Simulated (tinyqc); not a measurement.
Orbital energy against energy difference: ionisation energy by orbital energies and by energy differences in the cc-pvdz basis, for H2O, spin multiplicity 1. Computed by the program tinyqc with PySCF. The cation is unrestricted; errors are against CCSD(T) in this basis, not against experiment.

Geometry (angstrom):
```
atom,x,y,z
O,0.0000,0.0000,0.0000
H,0.0000,0.7140,0.5790
H,0.0000,-0.7140,0.5790
```

CCSD(T) difference in the same basis = 12.1456 eV

IP-EOM-CCSD = 11.9889 eV

First vertical ionisation energy (eV):
```
method,-e(HOMO),E(cation) - E,error of -e(HOMO),error of the difference
HF,13.524,10.94025,1.379,-1.205
PBE,6.222,12.48046,-5.924,0.335
B3LYP,7.941,12.51620,-4.205,0.371
PBE0,8.312,12.39853,-3.833,0.253
CAM-B3LYP,9.839,12.51131,-2.307,0.366
LC-wPBE,11.313,12.56208,-0.833,0.417
```

Estimate the missing row, method = LDA.

Computed row:
```
method  -e(HOMO)  E(cation) - E  error of -e(HOMO)  error of the difference
LDA        6.322       12.83623             -5.823                    0.691
```

Koopmans errs by +1.38 eV and Delta-HF by -1.21 eV: relaxation, 2.58 eV, lowers the value and the missing correlation difference works against it. The PBE level is off by -5.9 eV through the wrong tail of its potential, though its energy difference is off by +0.33 eV; exact exchange deepens the level, and among the orbital energies LC-wPBE comes closest; among the differences PBE0 does.
